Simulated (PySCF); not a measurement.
H2O: bend–stretch map

Method: PySCF, PBE0, basis O def2-TZVP, H def2-TZVP (no relativity, density fitting).

Rigid scan from the singlet minimum (O–H 0.959 Å (×2); H–O–H 105.0°). Coordinate: rows scale both bonds, columns set the H–O–H angle. Energies in kJ/mol from the minimum.

(1) Give the energy map for rows 0.94, 0.97, 1.00, 1.03, 1.06, 1.10 and columns 90, 105, 120, 135, 150, 165, 180.

(2) And the size of the dipole moment (D) on the same grid?

Results:

(1) 
```csv
scale \ angle,90,105,120,135,150,165,180
0.94,40.5,19.3,27.5,55.5,90.9,120.0,131.3
0.97,22.7,4.5,15.0,45.0,82.3,112.9,124.8
1.00,15.4,0.0,12.7,44.6,83.8,115.9,128.4
1.03,16.7,3.9,18.6,52.4,93.4,127.2,140.3
1.06,25.1,14.8,31.3,66.8,109.6,145.1,159.0
1.10,45.2,37.8,56.6,94.1,139.3,177.1,192.1
```

(2) 
```csv
scale \ angle,90,105,120,135,150,165,180
0.94,2.23,2.03,1.77,1.44,1.03,0.54,0.00
0.97,2.25,2.05,1.79,1.46,1.05,0.55,0.00
1.00,2.27,2.07,1.80,1.47,1.06,0.56,0.00
1.03,2.29,2.08,1.82,1.48,1.07,0.57,0.00
1.06,2.31,2.10,1.83,1.49,1.08,0.58,0.00
1.10,2.33,2.11,1.84,1.50,1.09,0.58,0.00
```

The bond scale of lowest energy on the grid is 1.00 at 90°, 1.00 at 105°, 1.00 at 120°, 1.00 at 135°, 0.97 at 150°, 0.97 at 165°, 0.97 at 180°.

Other isomers or separated fragments may lie lower.
